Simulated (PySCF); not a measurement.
Ligands exchanged one at a time, C F-SH. Isolated molecules, 0 K electronic values unless said otherwise. One relaxed conformer stands for each flexible species; it need not be the lowest. Strings in code marks are SMILES.

Level of theory: CAM-B3LYP-D3(BJ)/def2-TZVP run with PySCF 2.14.0. Delta-SCF ions had no search for a lower state. Excitations are Tamm–Dancoff values on a coarser integration grid. The basis has no diffuse functions, so Rydberg states are missing or too high.

| species | vertical ionisation energy (Delta-SCF) (eV) | S1–T1 gap (TDA) (eV) | S1 excitation (TDA) (eV) | S1 oscillator strength |
|---|---|---|---|---|
| 0 of 4 F replaced by SH (`FC(F)(F)F`) | 15.94 | – | 13.54 | 0.000 |
| 1 of 4 F replaced by SH | 10.95 | 0.64 | 5.77 | ? |
| 2 of 4 F replaced by SH (`FC(F)(S)S` (S–C–S–H torsion -65°, S–C–S–H torsion 65°)) | 9.83 | ? | 4.99 | ? |
| 3 of 4 F replaced by SH (`FC(S)(S)S`) | 9.66 | 0.54 | 4.97 | 0.004 |

Fill in the missing entries.


- 1 of 4 F replaced by SH, S1 oscillator strength: 0.001
- 2 of 4 F replaced by SH (`FC(F)(S)S` (S–C–S–H torsion -65°, S–C–S–H torsion 65°)), S1–T1 gap (TDA) (eV): 0.56
- 2 of 4 F replaced by SH (`FC(F)(S)S` (S–C–S–H torsion -65°, S–C–S–H torsion 65°)), S1 oscillator strength: 0.006
